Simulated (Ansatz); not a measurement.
**How far each method lies from UCCSDT(Q) for [AlH2···H···CH2], triplet**

Geometry: a point of a hydrogen-transfer path between rigid fragments, not a stationary point.

```json
{"atom": "Al", "x (Å)": "-1.0039", "y (Å)": "0.0000", "z (Å)": "0.0000"}
{"atom": "H", "x (Å)": "-1.7969", "y (Å)": "1.3734", "z (Å)": "0.0000"}
{"atom": "H", "x (Å)": "-1.7969", "y (Å)": "-1.3734", "z (Å)": "0.0000"}
{"atom": "H", "x (Å)": "0.5819", "y (Å)": "0.0000", "z (Å)": "0.0000"}
{"atom": "C", "x (Å)": "2.0881", "y (Å)": "0.0000", "z (Å)": "0.0000"}
{"atom": "H", "x (Å)": "2.5025", "y (Å)": "0.0000", "z (Å)": "0.9962"}
{"atom": "H", "x (Å)": "2.5025", "y (Å)": "0.0000", "z (Å)": "-0.9962"}
```

Basis cc-pVDZ; Ansatz 0.2.0. Correlated methods freeze the noble-gas cores, which leaves 12 electrons in 51 orbitals. R marks a restricted (for open shells ROHF) determinant, U an unrestricted one. Active spaces: pair = (4e, 4o) about the gap.

Full CI isn't at hand for all of this; UCCSDT(Q) serves as the reference, and is uncertain by about the last step of the cluster series. The frozen core follows each run's orbitals, which can shift R against U totals by a few meV.

For open shells CISD is restricted-active-space CI with the open shells as a complete middle space.

* UHF ⟨S²⟩: 2.036
* T1 diagnostic (RCCSD): 0.0263
* largest doubles amplitude (RCCSD): 0.033
* T1 diagnostic (UCCSD): 0.0160

```tsv
level	E − E(UCCSDT(Q)) (kcal/mol)	share of correlation (%)	wall time
RHF	154.22	0.00	–
UHF	147.80	4.16	–
RMP2	31.36	79.67	–
UMP2	31.59	79.52	–
CISD	15.73	89.80	7.5 s
RCCSD	3.68	97.62	–
UCCSD	3.57	97.69	–
RCCSD(T)	0.78	99.49	2.8 s
UCCSD(T)	0.79	99.49	3.1 s
BCCD(T)	0.78	99.50	3.1 s
RCCSDT	0.15	99.90	–
UCCSDT	0.13	99.92	–
RCCSDT(Q)	0.02	99.99	81 s
CASSCF (pair space)	142.59	7.54	–
NEVPT2 (pair space)	31.16	79.79	1.4 s
```

The correlation energy at UCCSDT(Q), counted from RHF, is -6.688 eV. That run took 69 s on 1 thread of Arm Neoverse V2, shared host.

Times hold each run's SCF and search for its determinant on a shared host, so for small cases they say little of a method's own cost; they ran on 1 thread of Arm Neoverse V2.
